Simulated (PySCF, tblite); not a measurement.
A complex of Na+ and 2 × acetonitrile

A gas-phase complex of Na+ and 2 × acetonitrile; charge +1, singlet. The structure comes from a short search (6 tight-binding starts) and was relaxed by PBE0-D3(BJ)/def2-SVPD; another way of binding may lie lower. No frequency run checks that it is a minimum.

Parts: 1 = Na+ ([Na+]), atoms 1, charge +1; 2 = acetonitrile (CC#N), atoms 2–7; 3 = acetonitrile (CC#N), atoms 8–13.

| atom | part | x (Å) | y (Å) | z (Å) |
| --- | --- | --- | --- | --- |
| Na1 | 1 | -1.483 | 3.043 | -3.114 |
| C2 | 2 | 3.113 | 4.130 | -1.845 |
| C3 | 2 | 1.755 | 3.807 | -2.223 |
| N4 | 2 | 0.671 | 3.548 | -2.524 |
| H5 | 2 | 3.327 | 5.179 | -2.092 |
| H6 | 2 | 3.244 | 3.980 | -0.765 |
| H7 | 2 | 3.814 | 3.481 | -2.387 |
| C8 | 3 | -6.093 | 2.011 | -4.373 |
| C9 | 3 | -4.730 | 2.316 | -3.998 |
| N10 | 3 | -3.642 | 2.560 | -3.699 |
| H11 | 3 | -6.354 | 2.548 | -5.295 |
| H12 | 3 | -6.199 | 0.931 | -4.542 |
| H13 | 3 | -6.777 | 2.319 | -3.570 |

```csv
contact,kind (by geometry),distance (Å),angle (°)
Na1···N10,ion contact,2.288,-
Na1···N4,ion contact,2.290,-
```

Interaction energies are complex less parts, with the parts frozen as they stand in it; counterpoise-corrected, in kcal/mol (PySCF).

Question: Give the interaction energy at each level run.

Answer: 
| level | interaction | superposition error removed |
| --- | --- | --- |
| wB97M-D3(BJ)/def2-SVPD | -61.64 | -2.39 |
| PBE0-D3(BJ)/def2-SVPD | -62.56 | -2.36 |

Question: What holds them together? Decompose the wB97M-D3(BJ)/def2-SVPD energy: frozen parts, their antisymmetrised product, then relaxation.

Answer: electrostatic -63.5, Pauli repulsion +19.1, orbital relaxation -18.5, dispersion correction -1.2 kcal/mol, which sum to the value before the counterpoise correction; the Pauli term holds the exchange-correlation of the frozen density too. Of the attraction, 76 % is electrostatic, 22 % is orbital relaxation, 1 % is dispersion correction.

Question: Are the pair energies additive?

Answer: The pairs sum to -65.25 kcal/mol (1–2 -33.5, 1–3 -33.5, 2–3 1.8); the rest of +3.61 is a many-body weakening.

The parts were also relaxed and run alone, at the levels used for the complex: shieldings by PBE0/pcSseg-1; core levels by delta-SCF with SCAN, pcX-2 on the ionised atom and pcseg-1 elsewhere, spin-free X2C.

Question: What does binding change?

Answer: 
| property | alone | in the complex | change |
| --- | --- | --- | --- |
| shielding of Na1 (ppm) | 623.5 | 577.2 | -46.3 |
| shielding of N10 (ppm) | -39.4 | 19.4 | +58.8 |
| shielding of N4 (ppm) | -39.4 | 19.4 | +58.8 |
| Na1 1s core level (eV) | 1088.42 | 1083.02 | -5.40 |
| C9 1s core level (eV) | 292.66 | 297.00 | +4.34 |
| N10 1s core level (eV) | 405.35 | 409.41 | +4.06 |

The core-hole states of C9, N10 are spin-contaminated (⟨S²⟩ 0.83, 0.81 against 0.75 for a pure doublet), so those values and differences from them are less sure.
